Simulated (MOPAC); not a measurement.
MOPAC input (MNDO):

```
MNDO PRECISE GNORM=0.05 LET XYZ CHARGE=1 GEO-OK AUX(PRECISION=9) THREADS=1
H2P

P    -0.00494663 1   -0.00315703 1    0.11662516 1
H     0.03811855 1    1.04938416 1   -0.84687971 1
H     0.03608089 1   -1.00202865 1   -0.90249773 1
```

Output:

```
 *******************************************************************************
 **                                                                           **
 **                              MOPAC v23.2.5                                **
 **                                                                           **
 *******************************************************************************
 ** MOPAC's Digital Object Identifier: https://doi.org/10.5281/zenodo.6511958 **
 **                                                                           **
 ** Please cite the open-source release paper for use of this MOPAC version:  **
 ** J. E. Moussa and J. J. P. Stewart (2026)                                  **
 ** MOPAC: An open-source semiempirical molecular orbital program             **
 ** J. Open Source Softw., 11(119), 8025, https://doi.org/10.21105/joss.08025 **
 *******************************************************************************

                              MNDO CALCULATION RESULTS

 *******************************************************************************
 *  MNDO       - The MNDO Hamiltonian to be used
 *  GEO-OK     - OVERRIDE INTERATOMIC DISTANCE AND OTHER SAFETY CHECKS
 *
 *
 *
 *                 CHARGE ON SYSTEM = +1
 *
 *
 *
 *  LET        - OVERRIDE SOME SAFETY CHECKS
 *  PRECISE    - TIGHTER CRITERIA TO BE USED
 *  XYZ        - CARTESIAN COORDINATE SYSTEM TO BE USED
 *  GNORM      - EXIT WHEN GRADIENT NORM DROPS BELOW 0.050
 *  AUX        - OUTPUT AUXILIARY INFORMATION
 *******************************************************************************
MNDO PRECISE GNORM=0.05 LET XYZ CHARGE=1 GEO-OK AUX(PRECISION=9) THREADS=1
 H2P

   ATOM   CHEMICAL          X               Y               Z
  NUMBER   SYMBOL      (ANGSTROMS)     (ANGSTROMS)     (ANGSTROMS)

     1       P         -0.00494663  *  -0.00315703  *   0.11662516  *
     2       H          0.03811855  *   1.04938416  *  -0.84687971  *
     3       H          0.03608089  *  -1.00202865  *  -0.90249773  *

          CARTESIAN COORDINATES

    NO.       ATOM           X           Y           Z

     1         P         -0.0049     -0.0032      0.1166
     2         H          0.0381      1.0494     -0.8469
     3         H          0.0361     -1.0020     -0.9025

  H: (MNDO): M.J.S. DEWAR, W. THIEL, J. AM. CHEM. SOC., 99, 4899, (1977)
  P: (MNDO): M.J.S.DEWAR, M.L.MCKEE, H.S. RZEPA,J. AM. CHEM. SOC., 100 3607 1978

           Empirical Formula: H2 P  =     3 atoms

      MOLECULAR POINT GROUP   :   C2v

      RHF CALCULATION, NO. OF DOUBLY OCCUPIED LEVELS = 3

          Geometry optimization using EF

          DIAGONAL MATRIX USED AS START HESSIAN

 CYCLE:     1  GRAD.:    98.201 HEAT:  265.4924
 CYCLE:     2  GRAD.:    85.501 HEAT:  263.0284
 CYCLE:     3  GRAD.:    13.627 HEAT:  260.4069
 CYCLE:     4  GRAD.:     1.577 HEAT:  260.3222
 CYCLE:     5  GRAD.:     0.084 HEAT:  260.3209
 CYCLE:     6  GRAD.:     0.017 HEAT:  260.3209

     GRADIENT =  0.01725 IS LESS THAN CUTOFF =  0.05000

 -------------------------------------------------------------------------------
 MNDO PRECISE GNORM=0.05 LET XYZ CHARGE=1 GEO-OK AUX(PRECISION=9) THREADS=1
 H2P

     GEOMETRY OPTIMISED USING EIGENVECTOR FOLLOWING (EF).
     SCF FIELD WAS ACHIEVED

                              MNDO CALCULATION
                                                       MOPAC v23.2.5 Linux

          FINAL HEAT OF FORMATION =        260.32087 KCAL/MOL =    1089.18253 KJ/MOL

          COSMO AREA              =         58.91 SQUARE ANGSTROMS
          COSMO VOLUME            =         41.81 CUBIC ANGSTROMS

          GRADIENT NORM           =          0.01725          =       0.00996 PER ATOM
          IONIZATION POTENTIAL    =         19.765605 EV
          HOMO LUMO ENERGIES (EV) =        -19.766 -9.899
          NO. OF FILLED LEVELS    =          3
          MOLECULAR WEIGHT        =         32.9896         POINT GROUP:  C2v

          MOLECULAR DIMENSIONS (Angstroms)

            Atom       Atom       Distance
            H     3    H     2     1.96322
            H     2    P     1     0.89587
            P     1    H     2     0.00000

          SCF CALCULATIONS        =          7

   ATOM   CHEMICAL          X               Y               Z
  NUMBER   SYMBOL      (ANGSTROMS)     (ANGSTROMS)     (ANGSTROMS)

     1       P         -0.00386061  *  -0.00246391  *   0.09102050  *
     2       H          0.03506420  *   1.00300786  *  -0.77711457  *
     3       H          0.03311485  *  -0.95949469  *  -0.83032206  *

                             CARTESIAN COORDINATES

   1    P       -0.003860614    -0.002463911     0.091020498
   2    H        0.035064199     1.003007857    -0.777114565
   3    H        0.033114854    -0.959494691    -0.830322061

           Empirical Formula: H2 P  =     3 atoms

      MOLECULAR POINT GROUP   :   C2v

                  EIGENVALUES
 -29.49044 -21.47739 -19.76560  -9.89929  -5.61112  -5.41219

              NET ATOMIC CHARGES AND DIPOLE CONTRIBUTIONS

  ATOM NO.   TYPE          CHARGE      No. of ELECS.   s-Pop       p-Pop
    1          P           1.227065        3.7729     1.88731     1.88562
    2          H          -0.113533        1.1135     1.11353
    3          H          -0.113533        1.1135     1.11353
 DIPOLE           X         Y         Z       TOTAL
 POINT-CHG.    -0.053    -0.034     1.238     1.240
 HYBRID         0.073     0.047    -1.730     1.732
 SUM            0.021     0.013    -0.492     0.492

          ATOMIC ORBITAL ELECTRON POPULATIONS

     Atom    s        px        py        pz
    1  P   1.88731   0.00179   0.89007   0.99377
    2  H   1.11353
    3  H   1.11353

 **********************
 *                    *
 * JOB ENDED NORMALLY *
 *                    *
 **********************

 == MOPAC DONE ==
```

The dipole moment of an ion depends on the origin.
